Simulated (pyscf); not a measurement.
Optimised with ωB97X-D3(BJ)/def2-SVP in PySCF.

Problem. For the elementary gas-phase step HS–Ga(Cl)–Cl + hydrogen (H₂) -> H₂S + Cl–GaH–Cl (singlet surface; Ga–S, H–H broken, H–S, Ga–H formed), what barrier and reaction energy does ωB97M-D3(BJ)/def2-TZVP give, measured from the separated reactants?

Solution. ΔE‡ = 31.6 kcal/mol, ΔE = +14.3 kcal/mol. Zero-point energy shifts the barrier by +2.0 kcal/mol. It is a four-centre exchange, with an imaginary mode of 1368i cm⁻¹. On the product side the descent ends in an adduct with a Ga–S contact, 17.1 kcal/mol under the separated species and 30.0 kcal/mol under the saddle at ωB97X-D3(BJ)/def2-TZVP. What is counted as broken (Ga–S) persists as a longer contact in the product adduct; parting that adduct is a step of its own. This is the saddle that the search found; another between the same sides may lie lower. Elements up to Kr have no core potential and no relativistic terms here.
